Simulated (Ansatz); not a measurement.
This geometry of H₅Si₂ (7 atoms, charge 0, multiplicity 2) is a first-order saddle point.

Level of theory: UKS LDA/def2-SVP in Ansatz.

```xyz
7
Properties=species:S:1:pos:R:3
Si -0.158 -1.112 -0.074
Si 0.033 1.103 0.070
H 0.085 -1.774 1.250
H -0.940 -1.978 -1.040
H 0.223 1.731 -1.280
H -0.464 2.077 1.118
H 1.283 -0.116 -0.089
```

Q: Which two structures does it join? (They come from a converged band through this point; their orientation in space is the band's.)

A: Bonds broken: Si2–H7. Bonds formed: Si1–H7.  The two ends are copies of one structure, up to a mirror image or an exchange of like atoms.

Image 0:

```xyz
7
Properties=species:S:1:pos:R:3
Si -0.205 -1.360 -0.193
Si 0.359 0.881 -0.064
H 0.003 -2.130 1.088
H -1.587 -1.622 -0.738
H 0.207 1.510 -1.425
H -0.508 1.643 0.912
H 1.794 1.010 0.375
```

Image 8:

```xyz
7
Properties=species:S:1:pos:R:3
Si 0.243 -0.940 0.027
Si -0.013 1.354 0.181
H 0.115 -1.546 1.399
H -0.784 -1.583 -0.877
H 0.169 2.096 -1.119
H -1.282 1.802 0.863
H 1.613 -1.249 -0.520
```

Q: How far does it lie above each of them?

A: 29.3 kcal/mol above the first and 29.3 kcal/mol above the second. This is the barrier of this one path; another mechanism may lie lower.

Time of the run: 53 s on 1 thread of Arm Neoverse V2, on a shared host, peak memory 0.23 GiB.
